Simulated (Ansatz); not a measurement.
**AlMgH (singlet): wave-function methods side by side at distance Al1–Mg2 = 3.136 Å, 6-31G**

Aim: climb from Hartree-Fock through coupled cluster and multireference methods for AlMgH (singlet) at one geometry and basis, and see what each rung misses.

The runs use Ansatz 0.2.0, Gaussian basis; 6-31G, core rule «outside noble gas», up to 10 orbitals frozen.

To be run: UHF; CCSD(T) on RHF; CCSD(T) on UHF; BCCD(T) on RHF; CISD; CCSDT(Q) on RHF; CCSDT(Q) on UHF; CISDTQ; CCSDTQ on RHF; CCSDTQ on UHF; CASSCF and MRCISD+Q, 2 electrons in 2 orbitals; CASSCF and NEVPT2, 2 electrons in 2 orbitals; CASSCF and MRCISD+Q, 6 electrons in 9 orbitals; CASSCF and NEVPT2, 6 electrons in 9 orbitals; Full CI.

15 further runs of the same task are left out: 1 for a mislabelled method, 8 that didn't finish, 6 set aside as unsound or not needed.

### Step 1. The system

The geometry derives from a PBE0/def2-TZVP stationary point (not a proven minimum). One bond is set to the value named and the two fragments are kept rigid.

3 atoms, charge 0, spin multiplicity 1.

Atoms are counted from 1 here; the program's logs count them from 0.

Bond lengths: Al1–H3 1.697 Å.

### Step 2. UHF

in.yaml

```yaml
crystal:
  periodic: [false, false, false]
  atoms:
    - {symbol: Al, position_ang: [0.000000, -0.058512, 1.470519]}
    - {symbol: Mg, position_ang: [0.000000, 0.003055, -1.664876]}
    - {symbol: H, position_ang: [0.000000, 1.492653, 0.781741]}
basis:
  gaussian: {orbitals: 6-31G}
magnetization: {spin_polarized: true, initial_magnetization: 0}
hamiltonian: {xc: hf}
output: {orbitals: {seedname: orbitals}}
```

On the command line:

```
$ ansatz run in.yaml --threads 1 --pin off --events-out ev --progress --plain --max-ram 2393MiB
```

The runs that follow: CCSD(T) on RHF; CCSD(T) on UHF; BCCD(T) on RHF; CISD; CCSDT(Q) on RHF; CCSDT(Q) on UHF; CISDTQ; CCSDTQ on RHF; CCSDTQ on UHF; CASSCF and MRCISD+Q, 2 electrons in 2 orbitals; CASSCF and NEVPT2, 2 electrons in 2 orbitals; CASSCF and MRCISD+Q, 6 electrons in 9 orbitals; CASSCF and NEVPT2, 6 electrons in 9 orbitals; Full CI.

Before running them: what should the planned runs give, taken together? Wanted: FCI below the RHF energy; RMP2 from FCI; RCCSD from FCI; RCCSD(T) from FCI; RCCSDT(Q) from FCI; NEVPT2 pair from FCI; MRCISD+Q pair from FCI; NEVPT2 valence from FCI; T1 diagnostic.

**Answer**, as computed:

| quantity | value |
| --- | --- |
| FCI below the RHF energy | -2.2689 eV |
| RMP2 from FCI | +81.4 kJ/mol |
| RCCSD from FCI | +4.4 kJ/mol |
| RCCSD(T) from FCI | +1.4 kJ/mol |
| RCCSDT(Q) from FCI | +0.1 kJ/mol |
| NEVPT2 pair from FCI | +73.9 kJ/mol |
| MRCISD+Q pair from FCI | -8.7 kJ/mol |
| NEVPT2 valence from FCI | +11.2 kJ/mol |
| levels within 1 kcal/mol (43 meV) | RCCSD(T), BCCD(T), RCCSDT, CISDTQ, RCCSDT(Q), RCCSDTQ, MRCISD valence, MRCISD+Q valence |
| T1 diagnostic | 0.016 |
| effectively unpaired electrons | 0.19 |

In words: RCCSD(T) misses by +1.4 kJ/mol, 0.7 % of the correlation energy. MRCISD+Q pair falls below full CI: the +Q correction isn't variational, and the cores differ from full CI's. One determinant dominates. Of the multireference levels listed MRCISD+Q valence comes nearest in total energy (+1.0 kJ/mol), which doesn't show that its space is the better one. These misses are within one basis, not against nature.
